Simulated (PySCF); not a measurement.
PySCF input (BP86/def2-SVP):

```python
from pyscf import gto, dft

mol = gto.M(
    atom='''
    C     1.20020200   -0.64852800   -0.06147200
    C     1.12101800    0.73030300    0.06237500
    N    -0.10174700    1.27932100    0.11498700
    C    -1.22243200    0.54483500    0.05223600
    C    -1.08267500   -0.82920200   -0.07134900
    N     0.11220200   -1.41077700   -0.12680300
    H     2.16444900   -1.13843600   -0.10806800
    H     1.97500600    1.38923000    0.11909000
    H    -0.18200200    2.28841500    0.20568600
    H    -2.16989300    1.06119000    0.10115700
    H    -1.95742000   -1.46465300   -0.12590100
    ''',
    basis='def2-svp',
    charge=1,
    spin=0,
    verbose=4,
)

mf = dft.RKS(mol, xc='bp86')
mf.grids.level = 3
mf.conv_tol = 1e-9
mf.max_cycle = 100
mf.max_memory = 1500
mf.kernel()
if not mf.converged:
    mf = mf.newton()
    mf.kernel(mf.make_rdm1())
mf.dip_moment()
```

Output:

```
PySCF version 2.14.0

[INPUT] verbose = 4
[INPUT] num. atoms = 11
[INPUT] num. electrons = 42
[INPUT] charge = 1
[INPUT] spin (= nelec alpha-beta = 2S) = 0
[INPUT] symmetry False subgroup None
[INPUT] Mole.unit = angstrom
[INPUT] Symbol           X                Y                Z      unit          X                Y                Z       unit  Magmom
[INPUT]  1 C      1.200202000000  -0.648528000000  -0.061472000000 AA    2.268053074155  -1.225540304112  -0.116165244329 Bohr   0.0
[INPUT]  2 C      1.121018000000   0.730303000000   0.062375000000 AA    2.118417000708   1.380072657948   0.117871667020 Bohr   0.0
[INPUT]  3 N     -0.101747000000   1.279321000000   0.114987000000 AA   -0.192273963996   2.417566315405   0.217293937885 Bohr   0.0
[INPUT]  4 C     -1.222432000000   0.544835000000   0.052236000000 AA   -2.310061685904   1.029588933077   0.098711733843 Bohr   0.0
[INPUT]  5 C     -1.082675000000  -0.829202000000  -0.071349000000 AA   -2.045959231913  -1.566964681942  -0.134830069262 Bohr   0.0
[INPUT]  6 N      0.112202000000  -1.410777000000  -0.126803000000 AA    0.212031050628  -2.665982152836  -0.239622941773 Bohr   0.0
[INPUT]  7 H      2.164449000000  -1.138436000000  -0.108068000000 AA    4.090215820589  -2.151332250345  -0.204218922829 Bohr   0.0
[INPUT]  8 H      1.975006000000   1.389230000000   0.119090000000 AA    3.732220434373   2.625264224030   0.225047484174 Bohr   0.0
[INPUT]  9 H     -0.182002000000   2.288415000000   0.205686000000 AA   -0.343933934123   4.324477609347   0.388690207657 Bohr   0.0
[INPUT] 10 H     -2.169893000000   1.061190000000   0.101157000000 AA   -4.100503489611   2.005358466127   0.191159025583 Bohr   0.0
[INPUT] 11 H     -1.957420000000  -1.464653000000  -0.125901000000 AA   -3.698987710746  -2.767793037523  -0.237918408809 Bohr   0.0

nuclear repulsion = 219.596999760332
number of shells = 51
number of NR pGTOs = 179
number of NR cGTOs = 109
basis = def2-svp
ecp = {}

******** <class 'pyscf.dft.rks.RKS'> ********
method = RKS
initial guess = minao
damping factor = 0
level_shift factor = 0
DIIS = <class 'pyscf.scf.diis.CDIIS'>
diis_start_cycle = 1
diis_space = 8
diis_damp = 0
SCF conv_tol = 1e-09
SCF conv_tol_grad = None
SCF max_cycles = 100
direct_scf = True
direct_scf_tol = 1e-13
XC library pyscf.dft.libxc version 7.1.2
    S. Lehtola, C. Steigemann, M. J. T. Oliveira, and M. A. L. Marques,  SoftwareX 7, 1–5 (2018)
XC functionals = bp86
    A. D. Becke,  Phys. Rev. A 38, 3098 (1988)
    J. P. Perdew,  Phys. Rev. B 33, 8822 (1986)
    J. P. Perdew,  Phys. Rev. B 34, 7406–7406 (1986)
radial grids:
    Treutler-Ahlrichs [JCP 102, 346 (1995); DOI:10.1063/1.469408] (M4) radial grids

becke partition: Becke, JCP 88, 2547 (1988); DOI:10.1063/1.454033
pruning grids: <function nwchem_prune>
grids dens level: 3
symmetrized grids: False
atomic radii adjust function: <function treutler_atomic_radii_adjust>
small_rho_cutoff = 0
Set gradient conv threshold to 3.16228e-05
Initial guess from minao.
tot grids = 133320
init E= -265.610348695947
  HOMO = -0.306209233367119  LUMO = -0.149980242167329  gap/eV = 4.25121
cycle= 1 E= -264.43727863341  delta_E= 1.17  |g|= 0.334  |ddm|= 3.76
  HOMO = -0.349389467358335  LUMO = -0.334012549108266  gap/eV = 0.41843
cycle= 2 E= -264.265890024938  delta_E= 0.171  |g|= 0.863  |ddm|= 1.42
  HOMO = -0.42486018820191  LUMO = -0.328342985505559  gap/eV = 2.62637
cycle= 3 E= -264.469607765576  delta_E= -0.204  |g|= 0.0912  |ddm|= 0.915
  HOMO = -0.423669468516339  LUMO = -0.327425769880137  gap/eV = 2.61892
cycle= 4 E= -264.470741143502  delta_E= -0.00113  |g|= 0.0637  |ddm|= 0.127
  HOMO = -0.428386490394395  LUMO = -0.329235156182991  gap/eV = 2.69805
cycle= 5 E= -264.471604218572  delta_E= -0.000863  |g|= 0.012  |ddm|= 0.0564
  HOMO = -0.426893578705722  LUMO = -0.328058580241685  gap/eV = 2.68944
cycle= 6 E= -264.471633218815  delta_E= -2.9e-05  |g|= 0.0023  |ddm|= 0.0103
  HOMO = -0.42708849527628  LUMO = -0.328296719633034  gap/eV = 2.68826
cycle= 7 E= -264.471634373659  delta_E= -1.15e-06  |g|= 0.000689  |ddm|= 0.00253
  HOMO = -0.427088783880297  LUMO = -0.328301506922232  gap/eV = 2.68814
cycle= 8 E= -264.471634401822  delta_E= -2.82e-08  |g|= 0.000262  |ddm|= 0.000803
  HOMO = -0.427064950923408  LUMO = -0.328281746078187  gap/eV = 2.68803
cycle= 9 E= -264.471634453485  delta_E= -5.17e-08  |g|= 1.03e-05  |ddm|= 0.000255
  HOMO = -0.427065818953482  LUMO = -0.328282520300593  gap/eV = 2.68803
cycle= 10 E= -264.471634453511  delta_E= -2.64e-11  |g|= 2.18e-06  |ddm|= 1.66e-05
  HOMO = -0.427065784734328  LUMO = -0.328282235877854  gap/eV = 2.68804
Extra cycle  E= -264.471634453505  delta_E= 6.71e-12  |g|= 5.28e-06  |ddm|= 8.11e-06
converged SCF energy = -264.471634453505

WARN: System has nonzero charge 1; the dipole moment is origin-dependent.
Location of origin: [0. 0. 0.]

Dipole moment(X, Y, Z, Debye): -0.34660,  4.35764,  0.39168
```

The dipole moment of an ion depends on the origin.

The geometry given is a B3LYP-D3(BJ)/def2-TZVP minimum.
